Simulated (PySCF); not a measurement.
C₅H₄O.
Z-matrix (Å and degrees, PBE0-D3(BJ)/def2-SVP geometry), rows numbered from 1:
```
C 
C   1  1.3407
C   2  1.4406  1  121.30
C   3  1.3547  2  146.55  1  -179.89
C   4  1.4250  3   62.29  2  -179.55
O   5  1.2008  3  151.21  4  -179.92
H   1  1.0938  2  120.73  3     0.05
H   1  1.0927  2  121.43  3  -179.99
H   2  1.0957  1  121.04  3   179.96
H   4  1.0929  3  144.30  5   179.96
```

The closed-shell ground state was solved at several levels (PySCF, density fitting, gas phase, non-relativistic).

```csv
level,basis functions,total energy (Eh),HOMO (eV),LUMO (eV),gap (eV),dipole (D)
B3LYP/pcJ-1,202,-268.0644,-6.56,-2.19,4.37,4.38
PBE0/pcSseg-1,122,-267.7121,-6.81,-2.01,4.80,4.40
B3LYP/pcSseg-2,272,-268.1628,-6.60,-2.25,4.35,4.55
```

Question: Estimate the row for B3LYP/def2-SVPD, a basis of 155 functions; the other rows only guide the guess.

Answer: Total energy -267.8737 Eh, HOMO -6.63 eV, LUMO -2.27 eV, gap 4.36 eV, dipole 4.63 D.

Question: How much does the basis alone move the frontier levels among the 3 B3LYP rows (the withheld one included)?

Answer: The HOMO by 0.07 eV and the LUMO by 0.08 eV. By rising basis size (HOMO, LUMO in eV): def2-SVPD -6.63, -2.27; pcJ-1 -6.56, -2.19; pcSseg-2 -6.60, -2.25.

Question: How far do the dipole and the HOMO energy spread over the levels?

Answer: The dipole runs from 4.38 to 4.63 D (mean 4.49 D) and the HOMO from -6.81 to -6.56 eV.

One conformer stands for the species.
